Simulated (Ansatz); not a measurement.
Geometry optimisation, RKS B3LYP/6-31G* in Ansatz.

input.yaml

```yaml
crystal:
  periodic: [false, false, false]
  atoms:
    - { symbol: C, position_ang: [-1.3035, -1.004, -0.4322] }
    - { symbol: C, position_ang: [-0.2064, -0.123, -0.0875] }
    - { symbol: "N", position_ang: [-0.06758, 1.10706, -0.31685] }
    - { symbol: C, position_ang: [1.27846, 1.36866, 0.35146] }
    - { symbol: S, position_ang: [1.24458, -0.44034, 0.71913] }
    - { symbol: H, position_ang: [-2.1906, -0.7168, 0.2189] }
    - { symbol: H, position_ang: [-1.0632, -2.0129, -0.3345] }
    - { symbol: H, position_ang: [-1.6153, -0.7487, -1.4834] }
    - { symbol: H, position_ang: [1.26246, 1.99866, 1.14181] }
    - { symbol: H, position_ang: [2.03594, 1.64905, -0.40541] }
basis:
  gaussian: { orbitals: "6-31G*" }
hamiltonian:
  xc: b3lyp
relax:
  f_tol: 0.015
  max_steps: 40
```

Launched with:

```bash
$ ansatz run input.yaml --threads 1 --pin off --max-ram 2048MiB --backend cpu --events-out ev --progress --plain --runs-dir out
```

**Question.** Where does it end, and by what steps?

**Answer.** The forces met the threshold. After 12 steps the energy has fallen by 0.747 eV; H6 moved furthest, 0.53 Å.

| step | energy less start (eV) | largest force component (eV/Å) | accepted |
| --- | --- | --- | --- |
| 0 | 0.0000 | 4.273 | yes |
| 1 | -0.6073 | 1.231 | yes |
| 2 | -0.6799 | 0.659 | yes |
| 3 | -0.7003 | 0.395 | yes |
| 4 | -0.7188 | 0.455 | yes |
| 5 | -0.7406 | 0.202 | yes |
| 6 | -0.7181 | 0.711 | no |
| 7 | -0.7443 | 0.106 | yes |
| 8 | -0.7365 | 0.561 | no |
| 9 | -0.7462 | 0.024 | yes |
| 10 | -0.7468 | 0.046 | yes |
| 11 | -0.7469 | 0.027 | yes |
| 12 | -0.7470 | 0.002 | yes |

```xyz
10
Properties=species:S:1:pos:R:3
C -1.334 -0.962 -0.445
C -0.207 -0.061 -0.077
N 0.081 1.098 -0.557
C 1.263 1.330 0.271
S 1.082 -0.328 1.146
H -1.974 -1.159 0.422
H -0.958 -1.926 -0.808
H -1.928 -0.488 -1.232
H 1.158 2.176 0.954
H 2.191 1.399 -0.303
```

Time of the run: 66 s on 1 CPU thread of a shared host.
